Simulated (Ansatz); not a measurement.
Geometry optimisation, RKS PBE-D4/def2-SVP in Ansatz 0.2.0.

The input (input.yaml):

```yaml
crystal:
  periodic: [false, false, false]
  atoms:
    - { symbol: Si, position_ang: [0.262904, 0.072186, 0.014136] }
    - { symbol: C, position_ang: [0.831104, 0.022682, 1.788435] }
    - { symbol: H, position_ang: [0.070544, -0.067887, 2.59209] }
    - { symbol: H, position_ang: [1.531349, -0.837732, 1.876546] }
    - { symbol: H, position_ang: [1.41982, 0.946603, 1.983645] }
    - { symbol: H, position_ang: [1.665225, 0.137712, -0.408961] }
    - { symbol: "N", position_ang: [-0.718933, 1.39243, -0.520921] }
    - { symbol: H, position_ang: [-1.679909, 1.277655, -0.837426] }
    - { symbol: H, position_ang: [-0.423869, 2.369318, -0.490189] }
    - { symbol: H, position_ang: [-0.439136, -1.183467, -0.420554] }
basis:
  gaussian: { orbitals: def2-SVP }
hamiltonian:
  xc: pbe
  dispersion: d4
relax:
  f_tol: 0.03
  max_steps: 50
output:
  orbitals: {}
```

Launched with:

```bash
$ ansatz run input.yaml --threads 1 --pin off --max-ram 2048MiB --backend cpu --events-out ev --progress --plain --runs-dir out
```

Task: Where does it end, and by what steps?

Result: The forces met the threshold. The force dipped under the threshold on the way, but the program's further checks kept it going. After 13 steps the energy has fallen by 0.268 eV; H8 moved furthest, 0.53 Å.

```
step  energy less start (eV)  largest force component (eV/Å)  accepted
   0                  0.0000                           1.237       yes
   1                 -0.1854                           0.304       yes
   2                 -0.2266                           0.240       yes
   3                 -0.1913                           1.196        no
   4                 -0.2461                           0.070       yes
   5                 -0.2520                           0.144       yes
   6                 -0.2496                           0.985        no
   7                 -0.2584                           0.127       yes
   8                 -0.2624                           0.371       yes
   9                 -0.2612                           0.373        no
  10                 -0.2653                           0.149       yes
  11                 -0.2671                           0.032       yes
  12                 -0.2677                           0.009       yes
  13                 -0.2678                           0.030       yes
```

```xyz
10
Properties=species:S:1:pos:R:3
Si 0.374 0.063 -0.047
C 0.791 0.040 1.802
H -0.123 -0.064 2.422
H 1.460 -0.814 2.038
H 1.310 0.972 2.110
H 1.661 0.189 -0.821
N -0.676 1.342 -0.616
H -1.655 1.336 -0.314
H -0.320 2.303 -0.605
H -0.305 -1.238 -0.392
```

Whether the end is a true minimum wasn't checked by a vibrational analysis.

The run took 35 s on 1 thread of Arm Neoverse V1 (shared host), peak memory 0.12 GiB.
